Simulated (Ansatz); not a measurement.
Species: N2H5, net charge 1, singlet state. It need not be the lowest isomer of its formula. 
Coordinates optimised at B3LYP-D3(BJ)/def2-TZVP (Ansatz, an electronic-structure program):
```xyz
7

N     -0.0563     0.6586    -0.0048
N      0.0255    -0.7802    -0.0850
H      0.3011     1.0868     0.8607
H     -1.0373     0.9325    -0.1236
H     -0.5052    -1.1737     0.6877
H      1.0016    -1.0500     0.0045
H      0.4552     1.0550    -0.8004
```
Charge +1, spin multiplicity 1.

Basis-set convergence of Hartree-Fock and CCSD correlation energies (hartree) with Ansatz. Valence correlation only, unless marked. Spin-orbit coupling is left out. No relativistic terms.

| basis | functions | E(HF) | E(corr, CCSD) |
|---|---|---|---|
| cc-pVDZ | - | -111.53917 | -0.37614 |
| cc-pVTZ | 130 | -111.57517 | -0.45466 |
| cc-pVQZ | 260 | -111.58327 | -0.47927 |

Extrapolating the two largest sets (X = 3 and 4) as X^-3: E(corr) = (64·(-0.47927) - 27·(-0.45466))/37 = -0.4972 Eh, an estimate of the basis-set limit. The largest set recovers 96.4 % of it, the smallest 75.6 %.
